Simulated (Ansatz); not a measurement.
A made-up structure of MgBSiH$_{5}$, closed shell:

Mg1  (-1.259, 1.210, -1.636)
B2  (0.533, 0.151, -0.701)
Si3  (0.509, -0.615, 1.145)
H4  (-2.609, 2.009, -2.319)
H5  (-1.884, 1.036, -0.043)
H6  (-0.351, 0.134, 2.108)
H7  (-0.160, -1.940, 0.926)
H8  (1.812, -0.878, 1.823)
(Å)

It is relaxed with PBE-D4/def2-SVP and then PBE0-D4/def2-TZVP (Ansatz 0.2.0). Atoms count as bonded within 1.22 times the sum of their covalent radii (H–H: 0.88 Å). The end point is not checked to be a true minimum.

Does its bonding change? (A judgement: the text doesn't fix the answer.)

By the calculation: Yes. Formed: B2–H5; broken: Mg1–H5.

Where it ends: The first stage lowers the energy by 3.17 eV in 25 steps. It ends as MgBSiH₅ ([MgH][BH][SiH3]):
```
8
angstrom
Mg -1.2592 1.2573 -1.7819
B -1.2486 0.4372 0.3472
Si 0.3334 -0.4785 1.1578
H -1.2452 1.8738 -3.3782
H -2.2486 0.4376 1.0160
H 0.4152 -0.5726 2.6446
H 0.1952 -1.8752 0.6258
H 1.6500 0.0271 0.6705
```

Labels in which every atom is bracketed show which atoms are joined, not bond orders.

For scale, one of the runs: PBE0-D4/def2-TZVP relaxation, 130 basis functions, launched by `ansatz run in.yaml --threads 2 --pin off --events-out ev --progress --plain --max-ram 4352MiB`. Hardware: 2 CPU threads of an Arm Neoverse V1, shared host. Wall time about 17 s.
